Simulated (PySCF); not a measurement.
Gas-phase reaction: 2 Al(OH)3 → 2 AlO + 3 H2 + 4 O

Energies from PySCF (xtb for GFN2), thermal terms from the rigid-rotor harmonic-oscillator model, ideal gas at 1 bar. † marks an energy on the PBE0/def2-TZVP geometry and frequencies; other levels use their own. 6-31G* has spherical d functions here. Open shells (unrestricted): AlO (multiplicity 2), O (multiplicity 3, electronic degeneracy 9); the rest are closed-shell singlets. GFN2 has no spin-polarisation term. Spin-orbit splitting is ignored; it lowers the true energy and changes the entropy of O. B3LYP is the form with VWN-RPA correlation. Al(OH)3: computed as isolated molecules; such fragments, hydroxides, amides, oligomers or adducts are transient or little studied in the gas. The harmonic model lacks anharmonicity and excited electronic states, which grow with temperature; levels with a mode under 35 cm⁻¹ are left out.

```
level               ΔE electronic, kJ  ΔH°(298 K), kJ  ΔS°(298 K), J/K  ΔG°(1600 K), kJ
------------------  -----------------  --------------  ---------------  ---------------
B3LYP/6-31G*                     2927            2836              865             1441
B3LYP/def2-TZVP†                 3077            2981              867             1584
BLYP/def2-TZVP†                  3039            2944              867             1547
GFN2-xTB                         4563            4471              859             3096
PBE/def2-SVP                     3163            3074              861             1689
PBE0/def2-QZVP†                  3163            3068              867             1671
ωB97M-V/def2-TZVP†               3188            3093              867             1696
```
ΔH° is lowest at B3LYP/6-31G* and highest at GFN2-xTB. No reference value is set beside these.
